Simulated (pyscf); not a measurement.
HB=NH (SMILES B=N) + SiH₄ (SMILES [SiH4]) → H₂B–NH–SiH₃ (SMILES BN[SiH3]) (addition across a multiple bond or ene-type step; singlet surface; H–Si broken, B–H, N–Si formed). PySCF, gas phase, ωB97X-D3(BJ)/def2-SVP geometries. Correlated levels are frozen-core, on RHF or UHF. ΔMP2 is the change of the MP2 total energy from the triple- to the quadruple-zeta basis. Energies in kcal/mol from the separated reactants.

```
level                             barrier  reaction energy
--------------------------------  -------  ---------------
PBE/def2-TZVP                        14.1            -39.9
r²SCAN/def2-TZVP                     14.4            -43.1
B3LYP-D3(BJ)/def2-TZVP               17.6            -41.4
PBE0-D3(BJ)/def2-TZVP                   ?            -45.0
ωB97M-D3(BJ)/def2-TZVP               16.6            -42.1
MP2/def2-QZVPP                       17.9            -42.3
CCSD(T)/def2-TZVPP + ΔMP2(QZVPP)        ?                ?
```

Q: Complete the blanks.

A: 
- PBE0-D3(BJ)/def2-TZVP, barrier: 13.1
- CCSD(T)/def2-TZVPP + ΔMP2(QZVPP), barrier: 18.1
- CCSD(T)/def2-TZVPP + ΔMP2(QZVPP), reaction energy: -41.9

Of the functionals in the table, B3LYP-D3(BJ) is closest to CCSD(T)/def2-TZVPP + ΔMP2(QZVPP) in the barrier (0.5 kcal/mol apart) and PBE0-D3(BJ) least close (5.0 kcal/mol); that level has limits of its own. One saddle was located; it need not be the lowest between these sides. The CCSD(T) − MP2 part came from Ansatz, without density fitting, on the same reference.
